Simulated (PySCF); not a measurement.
# C4H8 (isobutene) at B3LYP/6-31G(d) (spherical functions)

Aim: the energy change on altering one bond length of C4H8 (isobutene) at B3LYP/6-31G* (spherical functions), from 2 runs. The job is set up through a Python script.

The results are computed with PySCF 2.14.0.

4 further runs of the same task are left out: 4 set aside as unsound or not needed. Runs told in other sessions of the task aren't counted.

## Step 1: The system as given

C4H8: 12 atoms, total charge 0, spin state singlet. As SMILES, `C=C(C)C`. Geometry: relaxed at GFN2-xTB.

Bond lengths: C1–C2 1.324 Å, C2–C3 1.504 Å, C2–C4 1.504 Å, C1–H5 1.077 Å, C1–H6 1.077 Å, C3–H7 1.089 Å, C3–H8 1.089 Å, C3–H9 1.087 Å, C4–H10 1.089 Å, C4–H11 1.089 Å, C4–H12 1.086 Å. Some angles: C1–C2–C3 121.1°, C1–C2–C4 121.1°, C3–C2–C4 117.8°, C2–C1–H5 121.9°, C2–C1–H6 121.8°, C2–C3–H7 110.4°, C2–C3–H8 110.4°, C2–C3–H9 111.6°, C2–C4–H10 110.4°, C2–C4–H11 110.4°.

## Step 2: The energy at B3LYP/6-31G(d) (spherical functions)

input.py

```python
from pyscf import gto, dft

system = gto.Mole()
system.atom = '''
C   -0.897590   1.187450  -0.263890
C   -0.109400   0.148820  -0.032560
C    0.186100  -0.304240   1.370920
C    0.515320  -0.619420  -1.165240
H   -1.120920   1.520010  -1.263300
H   -1.354680   1.743190   0.537140
H   -0.732760  -0.600390   1.874810
H    0.630330   0.506570   1.946890
H    0.870360  -1.148440   1.382230
H   -0.255610  -1.048820  -1.803670
H    1.122810   0.040790  -1.782470
H    1.146060  -1.425510  -0.800870
'''
system.max_memory = 1860
system.basis = '6-31g*'
system.charge = 0
system.verbose = 3
system.build()

mf = dft.RKS(system)
mf.xc = 'b3lyp'
mf.conv_tol = 1e-10
mf.grids.level = 5
mf.kernel()
if not mf.converged:
    mf = mf.newton().run(mf.mo_coeff, mf.mo_occ)

e_tot = mf.e_tot
print('E(%s) = %.9f' % ('B3LYP', e_tot))
```

Command:

```bash
$ OMP_NUM_THREADS=1 python input.py
```

What it wrote:

```text
converged SCF energy = -157.215182690375
E(B3LYP) = -157.215182690
```

Wall time 17 s (1 thread of Arm Neoverse V1, shared host); peak memory 0.36 GiB.

## Step 3: The distorted shape, same level

job.py

```python
from pyscf import gto, dft

mol = gto.Mole()
mol.atom = '''
C   -1.085001   1.417916   0.075905
C   -0.296811   0.379286   0.307235
C   -0.001311  -0.073774   1.710715
C    0.515320  -0.619420  -1.165240
H   -1.308331   1.750476  -0.923505
H   -1.542091   1.973656   0.876935
H   -0.920171  -0.369924   2.214605
H    0.442919   0.737036   2.286685
H    0.682949  -0.917974   1.722025
H   -0.255610  -1.048820  -1.803670
H    1.122810   0.040790  -1.782470
H    1.146060  -1.425510  -0.800870
'''
mol.max_memory = 1860
mol.basis = '6-31g*'
mol.verbose = 4
mol.build()

mf = dft.RKS(mol, xc='b3lyp')
mf.conv_tol = 1e-10
mf.grids.level = 5
mf.kernel()
if not mf.converged:
    mf = mf.newton().run(mf.mo_coeff, mf.mo_occ)

e_final = mf.e_tot
print('E(%s) = %.9f' % ('B3LYP', e_final))
```

Command:

```bash
$ OMP_NUM_THREADS=1 python job.py
```

What it wrote:

```text
PySCF version 2.14.0

[INPUT] num. atoms = 12
[INPUT] num. electrons = 32
[INPUT] charge = 0
[INPUT] spin (= nelec alpha-beta = 2S) = 0
[INPUT] symmetry False subgroup None
[INPUT] Mole.unit = angstrom
[INPUT] Symbol           X                Y                Z      unit          X                Y                Z       unit  Magmom
[INPUT]  1 C     -1.085001000000   1.417916000000   0.075905000000 AA   -2.050354734879   2.679472907639   0.143439661485 Bohr   0.0
[INPUT]  2 C     -0.296811000000   0.379286000000   0.307235000000 AA   -0.560891500758   0.716746662882   0.580590005881 Bohr   0.0
[INPUT]  3 C     -0.001311000000  -0.073774000000   1.710715000000 AA   -0.002477430949  -0.139412655114   3.232782827185 Bohr   0.0
[INPUT]  4 C      0.515320000000  -0.619420000000  -1.165240000000 AA    0.973813666511  -1.170534156078  -2.201984469388 Bohr   0.0
[INPUT]  5 H     -1.308331000000   1.750476000000  -0.923505000000 AA   -2.472387270278   3.307920227624  -1.745171524666 Bohr   0.0
[INPUT]  6 H     -1.542091000000   1.973656000000   0.876935000000 AA   -2.914129649157   3.729669304105   1.657166979045 Bohr   0.0
[INPUT]  7 H     -0.920171000000  -0.369924000000   2.214605000000 AA   -1.738871177767  -0.699055046904   4.184996924092 Bohr   0.0
[INPUT]  8 H      0.442919000000   0.737036000000   2.286685000000 AA    0.836995605366   1.392796183945   4.321208383151 Bohr   0.0
[INPUT]  9 H      0.682949000000  -0.917974000000   1.722025000000 AA    1.290586567046  -1.734719449471   3.254155629654 Bohr   0.0
[INPUT] 10 H     -0.255610000000  -1.048820000000  -1.803670000000 AA   -0.483032894700  -1.981982553966  -3.408442319094 Bohr   0.0
[INPUT] 11 H      1.122810000000   0.040790000000  -1.782470000000 AA    2.121803389923   0.077081928621  -3.368380125253 Bohr   0.0
[INPUT] 12 H      1.146060000000  -1.425510000000  -0.800870000000 AA    2.165739522319  -2.693823487829  -1.513424961380 Bohr   0.0

nuclear repulsion = 112.8797630827
number of shells = 40
number of NR pGTOs = 140
number of NR cGTOs = 72
basis = 6-31g*
ecp = {}

******** <class 'pyscf.dft.rks.RKS'> ********
method = RKS
initial guess = minao
damping factor = 0
level_shift factor = 0
DIIS = <class 'pyscf.scf.diis.CDIIS'>
diis_start_cycle = 1
diis_space = 8
diis_damp = 0
SCF conv_tol = 1e-10
SCF conv_tol_grad = None
SCF max_cycles = 50
direct_scf = True
direct_scf_tol = 1e-13
XC library pyscf.dft.libxc version 7.0.0
    S. Lehtola, C. Steigemann, M. J.T. Oliveira, and M. A.L. Marques.,  SoftwareX 7, 1–5 (2018)
XC functionals = b3lyp
    P. J. Stephens, F. J. Devlin, C. F. Chabalowski, and M. J. Frisch.,  J. Phys. Chem. 98, 11623 (1994)
radial grids:
    Treutler-Ahlrichs [JCP 102, 346 (1995); DOI:10.1063/1.469408] (M4) radial grids

becke partition: Becke, JCP 88, 2547 (1988); DOI:10.1063/1.454033
pruning grids: <function nwchem_prune>
grids dens level: 5
symmetrized grids: False
atomic radii adjust function: <function treutler_atomic_radii_adjust>
small_rho_cutoff = 0
Set gradient conv threshold to 1e-05
Initial guess from minao.
tot grids = 360232
init E= -157.104131981965
  HOMO = -0.299837169492128  LUMO = -0.0615773119346796  gap/eV = 6.48338
cycle= 1 E= -157.119722866934  delta_E= -0.0156  |g|= 0.408  |ddm|= 2.85
  HOMO = -0.183145987720705  LUMO = 0.0739597779362104  gap/eV = 6.99620
cycle= 2 E= -157.110132857805  delta_E= 0.00959  |g|= 0.455  |ddm|= 0.832
  HOMO = -0.238881960073663  LUMO = 0.0310038115957658  gap/eV = 7.34397
cycle= 3 E= -157.164140210139  delta_E= -0.054  |g|= 0.0847  |ddm|= 0.438
  HOMO = -0.244586864361558  LUMO = 0.024778425271387  gap/eV = 7.32980
cycle= 4 E= -157.16596927369  delta_E= -0.00183  |g|= 0.0225  |ddm|= 0.0926
  HOMO = -0.243266665462891  LUMO = 0.0267109582519578  gap/eV = 7.34647
cycle= 5 E= -157.166102043736  delta_E= -0.000133  |g|= 0.00337  |ddm|= 0.0209
  HOMO = -0.243282671718729  LUMO = 0.0266665302879714  gap/eV = 7.34569
cycle= 6 E= -157.166104548607  delta_E= -2.5e-06  |g|= 0.00137  |ddm|= 0.00413
  HOMO = -0.243294237652661  LUMO = 0.0266408223332708  gap/eV = 7.34531
cycle= 7 E= -157.166105036166  delta_E= -4.88e-07  |g|= 0.000233  |ddm|= 0.00128
  HOMO = -0.24332678222054  LUMO = 0.0266156610072672  gap/eV = 7.34551
cycle= 8 E= -157.16610504897  delta_E= -1.28e-08  |g|= 8.68e-05  |ddm|= 0.000274
  HOMO = -0.243316132319939  LUMO = 0.0266252389752899  gap/eV = 7.34548
cycle= 9 E= -157.166105051042  delta_E= -2.07e-09  |g|= 8.68e-06  |ddm|= 7.6e-05
  HOMO = -0.24331619459962  LUMO = 0.026625226785653  gap/eV = 7.34548
cycle= 10 E= -157.166105051061  delta_E= -1.91e-11  |g|= 2.09e-06  |ddm|= 9.8e-06
  HOMO = -0.243316176570778  LUMO = 0.0266253128868277  gap/eV = 7.34548
Extra cycle  E= -157.166105051058  delta_E= 2.96e-12  |g|= 3.65e-06  |ddm|= 5.12e-06
converged SCF energy = -157.166105051058
E(B3LYP) = -157.166105051
```

Wall time 18 s (1 thread of Arm Neoverse V1, shared host); peak memory 0.37 GiB.

## Step 4: Summary of results

At B3LYP/6-31G* (spherical functions):

| quantity | value |
| --- | --- |
| first shape: total energy | -157.21518 Eh |
| first shape: dipole moment | 0.48 D |
| first shape: HOMO energy | -6.32 eV |
| first shape: LUMO energy | 0.64 eV |
| first shape: HOMO–LUMO gap | 6.96 eV |
| distorted shape: total energy | -157.16611 Eh |
| distorted shape: dipole moment | 0.40 D |
| distorted shape: HOMO energy | -6.62 eV |
| distorted shape: LUMO energy | 0.72 eV |
| distorted shape: HOMO–LUMO gap | 7.35 eV |
| energy change with the C2–C4 bond stretched from 1.504 to 1.956 Å | 1.335 eV |

In words: With the C2–C4 bond stretched from 1.504 to 1.956 Å the energy rises by 1.34 eV (31 kcal/mol). The first shape isn't relaxed at this level, so the change isn't measured from a minimum. Mulliken charges (first shape) run from -0.51 on C3 to +0.20 on C2; they depend strongly on the basis.
